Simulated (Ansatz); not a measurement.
Breaking a bond: SMILES [SiH3][SiH3] (H₆Si₂). The Si1–Si5 bond (Si1 also carries H, H, H; Si5 carries H, H, H) is pulled apart rigidly from the PBE0/def2-TZVP optimised geometry.

Calculation: unrestricted PBE0/cc-pVDZ in Ansatz (a program for electronic structure).

The batch members p0 to p7 hold the bond at 1.93, 2.08, 2.20, 2.28, 2.34, 2.39, 2.51, 2.67 Å.

Ansatz input:

Ansatz 0.2 input:
```yaml
# input.yaml
basis:
  gaussian: { orbitals: cc-pvdz }
hamiltonian:
  xc: pbe0
batch:
  members: [p0.yaml, p1.yaml, p2.yaml, p3.yaml, p4.yaml, p5.yaml, p6.yaml, p7.yaml]

# p4.yaml, one of the 8 members of this batch
crystal:
  periodic: [false, false, false]
  atoms:
    - { symbol: Si, position_ang: [0.0, 0.0, 0.0] }
    - { symbol: H, position_ang: [0.0, 1.39524332, -0.51631689] }
    - { symbol: H, position_ang: [-1.20836681, -0.69763525, -0.51618376] }
    - { symbol: H, position_ang: [1.20830313, -0.69764977, -0.5163127] }
    - { symbol: Si, position_ang: [0.0, 0.0, 2.34] }
    - { symbol: H, position_ang: [1.20963597, 0.69529538, 2.85635891] }
    - { symbol: H, position_ang: [-0.00271822, -1.3952881, 2.85619539] }
    - { symbol: H, position_ang: [-1.20703245, 0.69988026, 2.85627052] }
total_charge: 0
magnetization:
  spin_polarized: true
```

Lines of the output on each member:

```
Member 3: Total energy: -15845.53465577 eV, -582.3126581104 hartree
Member 1: Total energy: -15845.01915321 eV, -582.2937137409 hartree
Member 0: Total energy: -15843.94133400 eV, -582.2541046155 hartree
Member 2: Total energy: -15845.41953781 eV, -582.3084276034 hartree
Member 4: Total energy: -15845.56238454 eV, -582.3136771241 hartree
Member 5: Total energy: -15845.55490512 eV, -582.3134022602 hartree
Member 6: Total energy: -15845.45066451 eV, -582.3095714886 hartree
Member 7: Total energy: -15845.18521792 eV, -582.2998165062 hartree
```

The unrestricted determinant behind UKS-PBE0 is spin-contaminated at 3.85 to 6.77 Å (<S²> up to 1.0, against 0.00 for a pure singlet).
